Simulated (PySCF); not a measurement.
Mapped SMILES: `[CH3:1][CH2:2][C:3]([CH3:4])=[O:5]` (H(Xn): hydrogen on atom n).

GIAO shifts from PySCF 2.14 on PBE0-D3(BJ)/def2-SVP geometries (one conformer, non-relativistic, equivalent nuclei averaged), against TMS at the same level and in the same medium; PCM means IEF-PCM chloroform.

Measured (solution, CDCl3, 298 K; Fulmer et al., Organometallics 2010, 29, 2176; solution, not stated per compound (mostly CDCl3 or CCl4); Pretsch, Buehlmann, Badertscher, Structure Determination of Organic Compounds, 4th ed. (2009)): C4 29.5, C3 209.6, C2 35.2, C1 7.0, H(C4) 2.14, H(C2) 2.44, H(C1) 1.06 ppm.

Which unscaled values do PBE0/pcSseg-1, gas; PBE0/pcSseg-1, PCM; WP04/pcSseg-1, PCM; wB97X-D/pcSseg-1, PCM give, and how close are they?

## Answers


| atoms | measured | PBE0/pcSseg-1, gas | PBE0/pcSseg-1, PCM | WP04/pcSseg-1, PCM | wB97X-D/pcSseg-1, PCM |
| --- | --- | --- | --- | --- | --- |
| C4 | 29.5 | 30.8 | 32.1 | 32.6 | 32.8 |
| C3 | 209.6 | 209.9 | 216.8 | 219.3 | 218.3 |
| C2 | 35.2 | 37.5 | 38.7 | 40.1 | 38.7 |
| C1 | 7.0 | 8.8 | 9.0 | 11.6 | 9.3 |
| H(C4) | 2.14 | 2.07 | 2.18 | 2.15 | 2.18 |
| H(C2) | 2.44 | 2.18 | 2.38 | 2.33 | 2.33 |
| H(C1) | 1.06 | 0.97 | 0.93 | 0.99 | 0.94 |

Mean absolute error for $^{13}$C: PBE0/pcSseg-1, gas 1.4, PBE0/pcSseg-1, PCM 3.8, WP04/pcSseg-1, PCM 5.6, wB97X-D/pcSseg-1, PCM 4.5 ppm.

Mean absolute error for $^{1}$H: PBE0/pcSseg-1, gas 0.14, PBE0/pcSseg-1, PCM 0.08, WP04/pcSseg-1, PCM 0.06, wB97X-D/pcSseg-1, PCM 0.09 ppm.
